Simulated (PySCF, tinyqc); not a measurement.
Worked calculation: RHF in the sto-3g basis, for H2O, spin multiplicity 1. The lowest restricted solution is unstable here: a spin-polarised one lies 0.0013 hartree lower (PySCF). One step of it, computed by the program tinyqc.

Question. Iteration 9 (converged): orbitals. Diagonalise F' = X^T F X, C = X C', fill 5 alpha and 5 beta electrons from the bottom; D = 2 C_occ C_occ^T. Each column has its largest component positive (the first on a tie).

converged F (hartree), lower triangle:
```
             1O 1s      1O 2s     1O 2px     1O 2py     1O 2pz      2H 1s      3H 1s
1O 1s   -20.270807
1O 2s    -5.164718  -2.383028
1O 2px    0.000000   0.000000  -0.386165
1O 2py    0.000000   0.000000   0.000000  -0.163007
1O 2pz   -0.021121  -0.029592   0.000000   0.000000  -0.210233
2H 1s    -0.561908  -0.585017   0.000000  -0.319219  -0.256674  -0.284251
3H 1s    -0.561908  -0.585017   0.000000   0.319219  -0.256674  -0.121482  -0.284251
```

X, lower triangle:
```
            1O 1s      1O 2s    1O 2px     1O 2py     1O 2pz      2H 1s     3H 1s
1O 1s    1.023014
1O 2s   -0.131057   1.094402
1O 2px   0.000000   0.000000  1.000000
1O 2py   0.000000   0.000000  0.000000   1.045629
1O 2pz  -0.004238   0.036866  0.000000   0.000000   1.018750
2H 1s    0.015274  -0.158952  0.000000  -0.131637  -0.081178   1.069406
3H 1s    0.015274  -0.158952  0.000000   0.131637  -0.081178  -0.032389  1.069406
```

Give: F' = X^T F X; orbital energies; coefficients C; D after iteration 9.

Answer.

F' = X^T F X (hartree), lower triangle:
```
          1        2        3        4        5        6        7
1  -19.9010
2   -2.6696  -1.3775
3    0.0000   0.0000  -0.3862
4    0.0000   0.0000   0.0000  -0.0081
5   -0.0423   0.0757   0.0000   0.0000  -0.1364
6   -0.0336  -0.2996   0.0000  -0.3328  -0.2432  -0.0509
7   -0.0336  -0.2996   0.0000   0.3328  -0.2432  -0.0328  -0.0509
```

orbital energies (hartree): MO1 -20.2787, MO2 -1.1614, MO3 -0.4837, MO4 -0.3942, MO5 -0.3862, MO6 0.3355, MO7 0.4576

coefficients C:
```
            MO1      MO2      MO3      MO4     MO5      MO6      MO7
1O 1s    0.9947  -0.2473   0.0000   0.0752  0.0000  -0.0895   0.0000
1O 2s    0.0223   0.9400   0.0000  -0.3788  0.0000   0.4891   0.0000
1O 2px   0.0000   0.0000   0.0000   0.0000  1.0000   0.0000   0.0000
1O 2py   0.0000   0.0000   0.6031   0.0000  0.0000   0.0000   0.8742
1O 2pz   0.0020   0.0441   0.0000   0.7443  0.0000   0.7047   0.0000
2H 1s   -0.0034   0.1203   0.4612   0.3720  0.0000  -0.6457  -0.6416
3H 1s   -0.0034   0.1203  -0.4612   0.3720  0.0000  -0.6457   0.6416
```

D after iteration 9, lower triangle:
```
          1O 1s    1O 2s  1O 2px   1O 2py  1O 2pz    2H 1s   3H 1s
1O 1s    2.1124
1O 2s   -0.4775   2.0551
1O 2px   0.0000   0.0000  2.0000
1O 2py   0.0000   0.0000  0.0000   0.7275
1O 2pz   0.0941  -0.4808  0.0000   0.0000  1.1117
2H 1s   -0.0102  -0.0559  0.0000   0.5563  0.5644   0.7312
3H 1s   -0.0102  -0.0559  0.0000  -0.5563  0.5644  -0.1197  0.7312
```
